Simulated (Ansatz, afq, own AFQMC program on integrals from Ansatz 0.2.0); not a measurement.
# SiGeH$_{2}$, triplet in cc-pVDZ, levels against CCSDT(Q)

```xyz
4

Si    0.0000   -0.1395    1.6714
Ge    0.0000    0.0566   -0.6618
H     0.0000    1.2679    2.2283
H     0.0000   -1.4615   -1.1039
```

Connectivity, by distances: SiH–GeH.

Basis cc-pVDZ. Only valence electrons are correlated. Ansatz 0.2.0 and our own AFQMC program on the same integrals; the CISD trial comes from CCSD amplitudes, and released means the phaseless constraint is let go. Error bars are statistical, one sigma. No spin–orbit coupling.

Determinant: ROHF, the one that the program's search chose, which needn't be the lowest solution. The geometry is a point of a scan.

No full CI on the walks' own integrals is used here; CCSDT(Q) serves as the reference and is uncertain by about the last step of the cluster series.

Cautions: no relativity below Rb; no spin-orbit coupling; inner d shell frozen; lower spins were not checked; higher spins were not checked; strong correlation (T1 0.060, weight of the determinant 0.80, largest double 0.14).

The T1 diagnostic is 0.0605 and the weight of the determinant in the CISD state is 0.798. The size of the correlated space is 10 electrons in 36 orbitals.

| level | correlation energy (eV) |
| --- | --- |
| MP2 | -4.1536 |
| CCSD | -5.2511 |
| CCSD(T) | -5.4647 |

Task: Estimate where phaseless AFQMC with the Hartree–Fock trial lies against CCSD(T) on the same integrals.

Result: 43.3 ± 64.5 meV above CCSD(T). The gap is under twice the noise, so this walk alone can't tell the two apart.

Reference: CCSDT(Q), correlation energy -5.537 eV. The released energy is read at 2.40 1/Eh (meV from the phaseless value at times in 1/Eh: -13 ± 16 at 0.24, -12 ± 16 at 0.51, -34 ± 16 at 0.99, -59 ± 15 at 1.62, -54 ± 21 at 2.40).

```csv
level,E − E(reference) (meV),share of correlation (%)
CCSD(T),72.4,98.69
CCSDT,15.3,99.72
ph-AFQMC/HF,115.7 ± 64.5,97.91
ph-AFQMC/CISD,49.4 ± 16.2,99.11
released AFQMC,-5.1 ± 21.0,100.09
```

A walk keeps the symmetry of its determinant, which the program's search chose and which needn't be the lowest solution, so a lower state of the same spin and another symmetry isn't excluded. Released energies are given only where the last usable release times agree within the noise; a slower fall can still hide under it.
